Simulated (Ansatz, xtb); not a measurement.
C3H2FNO: which of two isomers lies lower

Structure X: `Fc1cnco1`, a singlet. Structure Y: `Fc1cocn1`, a singlet. Both are isolated molecules in the gas phase, relaxed with r2SCAN-D4/def2-SVP.

Quicker runs give these differences E(Y) − E(X): GFN2-xTB −0.051 eV; HF/STO-3G +0.064 eV (at GFN2-xTB geometries); r2SCAN-D4/def2-SVP//GFN2-xTB −0.098 eV.

Estimate E(Y) − E(X) at the level CCSD(T)/def2-SVP + ΔMP2/def2-TZVPP.

Calculated at CCSD(T)/def2-SVP + ΔMP2/def2-TZVPP: E(Y) − E(X) = −0.072 eV, so structure Y lies lower.

How the difference moves with the method:

```csv
level,geometry,E(Y) − E(X) (eV),departure from the last row (eV),"job, with rough time for the two"
GFN2-xTB,GFN2-xTB,−0.051,+0.021,"optimisation, 0.076 s"
HF/STO-3G,GFN2-xTB,+0.064,+0.136,"single point, 0.24 s"
r2SCAN-D4/def2-SVP//GFN2-xTB,GFN2-xTB,−0.098,−0.026,"single point, 2.9 s"
r2SCAN-D4/def2-SVP,r2SCAN-D4/def2-SVP,−0.084,−0.012,"optimisation, 29 s"
HF/def2-SVP,r2SCAN-D4/def2-SVP,−0.072,−0.001,part of the CCSD(T) run
MP2/def2-SVP,r2SCAN-D4/def2-SVP,−0.064,+0.007,part of the CCSD(T) run
CCSD(T)/def2-SVP,r2SCAN-D4/def2-SVP,−0.069,+0.003,single point
CCSD(T)/def2-SVP + ΔMP2/def2-TZVPP,r2SCAN-D4/def2-SVP,−0.072,,"single point, 26 s"
```

As drawn, both hold the same kinds of bond in the same numbers.

HF/STO-3G puts the two in the other order. The largest departure from CCSD(T)/def2-SVP + ΔMP2/def2-TZVPP is that of HF/STO-3G, 0.136 eV. The last row adds to CCSD(T) the change of the MP2 difference between the two basis sets, here −0.003 eV.

With harmonic frequencies from r2SCAN-D4/def2-SVP (ideal gas, rigid rotor, one conformer each, 298.15 K, 1 atm): the zero-point term adds +0.003 eV; ΔH is −0.069 and ΔG −0.068 eV.

The correlated steps freeze 6 core orbitals. Codes used: Ansatz 0.2.0, xtb 6.7.1; the last row on 2 threads of Arm Neoverse V2 on a shared host.
